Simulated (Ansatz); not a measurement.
Two structures, one formula

Two isomers of BSiH$_{3}$Cl (charge -1), closed shell, relaxed at PBE0-D4/def2-TZVPD (vibrations not checked).

A:

```xyz
6
angstrom
Si -0.7352 1.0788 0.1654
B 0.3741 -1.5852 -0.4112
Cl 0.5533 -1.9067 1.3706
H -0.3835 -0.4106 -0.4665
H -0.4413 1.6735 -1.2236
H 0.7158 1.2167 0.6302
```

B:

```xyz
6
angstrom
B 0.1780 -0.2975 -1.0253
Si 0.0944 0.1016 0.7899
Cl -0.6826 1.9595 1.5442
H 0.2013 0.5302 -1.9006
H 0.5027 -1.4355 -1.2794
H -0.2937 -0.8583 1.8712
```

Ansatz 0.2.0; basis: def2-TZVPPD; cores frozen in the correlated methods. B3LYP uses VWN-RPA correlation.

Question: Which structure is lower at CCSD(T), and by how much? (Judge from chemistry; the value comes from the calculation.)

Answer: By the calculation: B, by 64.71 kcal/mol (electronic energy, against the other). By their contacts, A is BSiH₃Cl ([SiH2][H][B][Cl]), total charge -1 and B is BSiH₃Cl ([BH2][SiH][Cl]), total charge -1.

All methods give the same order:

```
   method  E(B) − E(A) (kcal/mol)
   PBE-D4                  -64.45
r2SCAN-D4                  -66.98
  PBE0-D4                  -67.61
 B3LYP-D4                  -64.66
  wB97M-V                  -65.39
       HF                  -64.95
      MP2                  -70.13
     CCSD                  -64.56
  CCSD(T)                  -64.71
```

No T1 diagnostic of these runs exceeds 0.020. The restricted Hartree–Fock reference is unstable towards an unrestricted one at one or more of these structures.

Labels in which every atom is bracketed show which atoms are joined, not bond orders.
